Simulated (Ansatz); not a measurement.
**CHNSi (quintet): the correlation ladder, def2-TZVPP**

One table from this session's results is given with a row withheld; the runs are named, their logs left out.

Program: Ansatz 0.2.0, Gaussian basis. Level of theory: def2-TZVPP, core rule «outside noble gas», up to 7 orbitals frozen. These are calculated values, not measurements.

Plan: UHF; ROHF; CCSD(T) on UHF.

2 further runs of the same task are left out: 2 set aside as unsound or not needed.

### The geometry

The geometry is a PBE0/def2-TZVP stationary point (not a proven minimum) of the parent state, kept for this charge and spin.

4 atoms, charge 0, spin multiplicity 5.

Atoms are counted from 1 here; the program's logs count them from 0.

Bond lengths: C1–N2 1.240 Å, C1–Si3 1.952 Å, N2–H4 1.013 Å. Angles: N2–C1–Si3 78.7°, C1–N2–H4 135.7°.

The first run:

in.yaml reads:

```yaml
crystal:
  periodic: [false, false, false]
  atoms:
    - {symbol: C, position_ang: [0.000000, -0.784833, 0.780179]}
    - {symbol: N, position_ang: [0.000000, 0.409287, 1.114041]}
    - {symbol: Si, position_ang: [0.000000, 0.098619, -0.960690]}
    - {symbol: H, position_ang: [0.000000, 0.916592, 1.991118]}
basis:
  gaussian: {orbitals: def2-TZVPP}
magnetization: {spin_polarized: true, initial_magnetization: 4}
hamiltonian: {xc: hf}
output: {orbitals: {seedname: orbitals}}
```

Launch:

```bash
$ ansatz run in.yaml --threads 1 --pin off --events-out ev --progress --plain --max-ram 4096MiB --backend cpu
```

Among the steps run: UHF; ROHF; CCSD(T) on UHF.

One table of the session follows, with a row left open; its other results are not shown here.

| method | from UCCSD(T) (meV) |
| --- | --- |
| ROHF | +11756.0 |
| UHF | +11498.9 |
| UMP2 | +1188.8 |
| UCCSD | ? |
| UCCSD(T) | 0 |

**Question.** Estimate the row for UCCSD.

As computed: from UCCSD(T) (meV): +603.1. In the column «from UCCSD(T) (meV)» it lies between UCCSD(T) (0) and UMP2 (+1188.8).
